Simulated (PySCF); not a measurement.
## Bonding in `[PH3+][SiH2]S`

Compound: H₆PSSi (charge +1).
SMILES with atom numbers: `[PH3+:1][SiH2:2][SH:3]` (hydrogens: H4, H5, H6 on P1; H7, H8 on Si2; H9 on S3)

Cartesian coordinates in Å at the PBE0-D3(BJ)/def2-SVP level; atoms count from 1:
```xyz
9
H6PSSi angstrom
P     -1.643    0.005    0.050
Si     0.685   -0.132   -0.217
S      1.487    1.509    0.826
H     -2.147    1.256   -0.372
H     -2.052   -0.106    1.398
H     -2.423   -0.953   -0.641
H      0.798    0.031   -1.684
H      0.970   -1.479    0.333
H      1.579    0.848    2.004
```

Bond orders from the PBE0/pcSseg-1 density (PySCF). One conformer (not necessarily the lowest) at the PBE0-D3(BJ)/def2-SVP geometry, without solvent, vibrations or thermal averaging.

(1) How far do the computed orders between heavy atoms stray from the drawn ones?

(2) Set the Mayer orders of the bonds between heavy atoms beside their lengths.

(3) And the bonds to hydrogen?

(4) Sum the orders of all bonds at each heavy atom with more than one neighbour and set the sums beside the valence in the SMILES.

Answers

(1) The largest departure is 0.336, at P1–Si2 (drawn single, 0.664). Drawn single, order above 1.12: Si2–S3 (1.159). Drawn single, order below 0.88: P1–Si2 (0.664). The SMILES, with its formal charges, is one Lewis structure only.

(2) 
```
  bond  drawn as  length (Å)  Mayer order
P1–Si2    single       2.347        0.664
Si2–S3    single       2.103        1.159
```

(3) H–P: 0.91 to 0.92 (3 bonds); H–Si: 0.91 to 0.94 (2 bonds); H–S: 0.90 (1 bond).

(4) P1 3.406 (drawn 4), Si2 3.673 (drawn 4), S3 2.063 (drawn 2). Orders between atoms that aren't bonded are not in these sums.

The Mayer order sums products of elements of PS (density times overlap matrix) between the two atoms' basis functions, so it depends on the basis set.
